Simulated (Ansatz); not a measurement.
Rhombohedral A7 Sb was calculated with r²SCANh (Ansatz, a first-principles code, plane waves, PAW).

Run with plane-wave cutoff 520 eV, 8×8×8 k mesh, Fermi–Dirac smearing 0.05 eV, scalar-relativistic PAW data made under PBE.

Computed at the level's own relaxed cell.

Predict the equilibrium lattice constant a and c axis length.


* **equilibrium lattice constant a**: 4.318 Å
* **c axis length**: 11.767 Å

Measured, for comparison: lattice constant a 4.301 Å, lattice parameter c 11.232 Å (78 K, zero-point motion not removed; as tabulated in Schiferl, Barrett, J. Appl. Cryst. 2, 30 (1969), COD 9009654). Computed (rounded) less measured: lattice constant a +0.4 %, lattice parameter c +4.8 %.

Note: the cell comes from a level without a dispersion term, which matters for the spacing of layers, chains or molecules.

Spin–orbit coupling is not included.

Static lattice: no zero-point or thermal effects.
